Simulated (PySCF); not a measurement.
Point-charge models of `F[PH2+][BH3-]` against its computed dipole.

Coordinates (PBE0-D3(BJ)/def2-SVP, Å) and charges (e) from the PBE0/pcSseg-1 density (PySCF):

```json
{"atom": "B1", "x": "1.057", "y": "0.268", "z": "-0.008", "Mulliken": "-0.3390", "IAO": "-0.6650", "Hirshfeld": "-0.1385", "ESP-fitted": "-0.2342"}
{"atom": "P2", "x": "-0.759", "y": "-0.122", "z": "-0.050", "Mulliken": "+0.5821", "IAO": "+1.1065", "Hirshfeld": "+0.4165", "ESP-fitted": "+0.6369"}
{"atom": "F3", "x": "-1.854", "y": "0.816", "z": "-0.752", "Mulliken": "-0.3785", "IAO": "-0.4875", "Hirshfeld": "-0.1388", "ESP-fitted": "-0.2515"}
{"atom": "H4", "x": "1.222", "y": "-0.789", "z": "0.629", "Mulliken": "-0.0445", "IAO": "+0.0262", "Hirshfeld": "-0.0548", "ESP-fitted": "-0.0717"}
{"atom": "H5", "x": "1.526", "y": "0.207", "z": "-1.126", "Mulliken": "+0.0303", "IAO": "+0.0306", "Hirshfeld": "-0.0665", "ESP-fitted": "-0.0491"}
{"atom": "H6", "x": "1.267", "y": "1.252", "z": "0.670", "Mulliken": "+0.0308", "IAO": "+0.0308", "Hirshfeld": "-0.0665", "ESP-fitted": "-0.0489"}
{"atom": "H7", "x": "-1.344", "y": "-0.288", "z": "1.229", "Mulliken": "+0.0593", "IAO": "-0.0210", "Hirshfeld": "+0.0243", "ESP-fitted": "+0.0089"}
{"atom": "H8", "x": "-1.066", "y": "-1.368", "z": "-0.649", "Mulliken": "+0.0594", "IAO": "-0.0208", "Hirshfeld": "+0.0243", "ESP-fitted": "+0.0096"}
```

Compute μ = Σ q r for each scheme (1 e·Å = 4.803 D) and compare with the dipole of the full density.

The full density gives (-2.45, -1.77, 0.66) D, 3.10 D in size; dipole vectors point from the negative to the positive end.

| scheme | μx | μy | μz | size (D) | share of the full size (%) | angle to the full dipole (°) |
| --- | --- | --- | --- | --- | --- | --- |
| Mulliken | -1.01 | -2.35 | 1.21 | 2.83 | 91 | 32 |
| IAO | -2.26 | -3.13 | 1.48 | 4.14 | 134 | 20 |
| Hirshfeld | -2.48 | -1.42 | 0.46 | 2.89 | 93 | 7 |
| ESP-fitted | -2.46 | -1.81 | 0.68 | 3.13 | 101 | 1 |

Which set comes closest?

Length of the difference vector: ESP-fitted 0.04 D, Hirshfeld 0.41 D, IAO 1.60 D, Mulliken 1.65 D. Closest: ESP-fitted. 

What is left for the Hirshfeld atoms' own dipoles?

The Hirshfeld atoms' densities add up to the full density, so μ = Σ q r + Σ (atomic dipoles). The atomic dipoles sum to (-2.45, -1.77, 0.66) − (-2.48, -1.42, 0.46) = (0.03, -0.35, 0.20) D, 0.41 D in size.

With the origin at the mean of the coordinates, (0.006, -0.003, -0.007) Å, which are the largest single terms, by size, of the IAO dipole along the direction of the full one?

P2 +3.54, B1 +3.16, F3 -1.98, H6 -0.23, H5 -0.23 D; all 8 atoms together +3.90 D. The single terms depend on the origin, their sum doesn't.

Give the size of the full dipole in other units.

3.10 D = 1.219 au = 0.645 e·Å = 10.33 × 10⁻³⁰ C·m.

Geometry: PBE0-D3(BJ)/def2-SVP; no solvent, vibrations or thermal averaging.

The run behind these numbers computed NMR shieldings as well. The run took 4.1 s on one thread of an Arm Neoverse V1, shared host with 32 logical CPUs at a one-minute load of 16, and the process peaked at 0.39 GiB of memory.
